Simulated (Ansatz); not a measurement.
C₃⁺, 3 atoms. Hardware: 4 threads of Arm Neoverse V2 on a shared host.

Correlated methods freeze 3 core orbitals.

Task: How many basis functions does each of these Ansatz runs have, and roughly what does it cost? PBE0-D4/def2-TZVP, charge 0 triplet at the geometry of the charge 1 doublet, energy; r2SCAN0-D4/def2-TZVP, charge 1 doublet, energy, from earlier orbitals; RPA@PBE/def2-TZVP, charge 1 doublet, energy, from earlier orbitals; B97M-V/def2-TZVP, charge 1 doublet, energy, from earlier orbitals; r2SCAN-D4/def2-TZVP, charge 1 doublet, energy, from earlier orbitals; PBE with 35 % exact exchange/def2-TZVP, charge 1 quartet, energy, from earlier orbitals; r2SCAN-D4/def2-TZVP, charge 0 singlet at the geometry of the charge 1 doublet, energy, from earlier orbitals; PBE with 5 % exact exchange/def2-TZVP, charge 1 quartet, energy, from earlier orbitals; r2SCAN-D4/def2-TZVP, charge 1 quartet, relaxation, 4 steps; PBE0-D4/def2-TZVP, charge 0 singlet at the geometry of the charge 1 doublet, energy; PBE-D4/def2-TZVP, charge 0 singlet at the geometry of the charge 1 doublet, energy, from earlier orbitals; PBE with 10 % exact exchange/def2-TZVP, charge 1 doublet, energy, from earlier orbitals.

Result: Other jobs shared the machine, so times can vary by a factor of up to 3. A dash marks memory too small to be measured apart from the calling script's.

```tsv
run	functions	fitting or Cholesky vectors	wall time	peak host memory (GiB)
PBE-D4/def2-TZVP, charge 0 singlet at the geometry of the charge 1 doublet, energy, from earlier orbitals	93	540	0.25 s	–
PBE0-D4/def2-TZVP, charge 0 singlet at the geometry of the charge 1 doublet, energy	93	540	0.25 s	–
r2SCAN-D4/def2-TZVP, charge 0 singlet at the geometry of the charge 1 doublet, energy, from earlier orbitals	93	540	0.6 s	–
RPA@PBE/def2-TZVP, charge 1 doublet, energy, from earlier orbitals	93	588	0.65 s	–
PBE with 10 % exact exchange/def2-TZVP, charge 1 doublet, energy, from earlier orbitals	93	540	0.75 s	–
PBE0-D4/def2-TZVP, charge 0 triplet at the geometry of the charge 1 doublet, energy	93	540	1.1 s	–
PBE with 5 % exact exchange/def2-TZVP, charge 1 quartet, energy, from earlier orbitals	93	540	1.6 s	–
B97M-V/def2-TZVP, charge 1 doublet, energy, from earlier orbitals	93	540	1.6 s	–
PBE with 35 % exact exchange/def2-TZVP, charge 1 quartet, energy, from earlier orbitals	93	603	1.6 s	–
r2SCAN-D4/def2-TZVP, charge 1 doublet, energy, from earlier orbitals	93	540	1.8 s	–
r2SCAN0-D4/def2-TZVP, charge 1 doublet, energy, from earlier orbitals	93	540	1.9 s	–
r2SCAN-D4/def2-TZVP, charge 1 quartet, relaxation, 4 steps	93	540	27 s	–
```
